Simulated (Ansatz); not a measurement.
Zinc-blende HgTe, treated with LC-ωPBE in Ansatz (PAW).

Numerical settings: plane-wave cutoff 460 eV, 8×8×8 k mesh, Fermi–Dirac smearing 0.01 eV, scalar-relativistic PAW data made under PBE.

Computed points:

| V (Å³/atom) | E − E_lowest (meV/atom) |
|---|---|
| 31.494 | 15.57 |
| 32.665 | 1.24 |
| 33.152 | 0.00 |
| 33.981 | 3.40 |
| 34.661 | 10.80 |

Problem. Estimate the bulk modulus and its pressure derivative from these points.

Solution. V0 = 33.149 Å³/atom, B0 = 54.7 GPa, B′ = 4.8 (fit to the energies at full precision).

Measured, for comparison: bulk modulus 42.3 GPa (temperature not stated, no zero-point or thermal correction; as tabulated in Toher et al. (2017), arXiv:1611.05714); equilibrium volume per atom 33.70 Å³/atom (room temperature, no zero-point or thermal correction; as tabulated in Cava et al. (2013), arXiv:1302.1059). Computed (rounded) less measured: bulk modulus +29 %, equilibrium volume per atom -1.6 %. A static lattice is as a rule a little smaller and stiffer than an uncorrected measurement, which narrows the difference in the equilibrium volume per atom and would widen misses of the other sign.

Spin–orbit coupling is not included; it can shift volumes and moduli of such heavy elements.

Static lattice: no zero-point or thermal effects.

The result took very roughly 18 core-minutes.

Ansatz is a program for electronic structure.
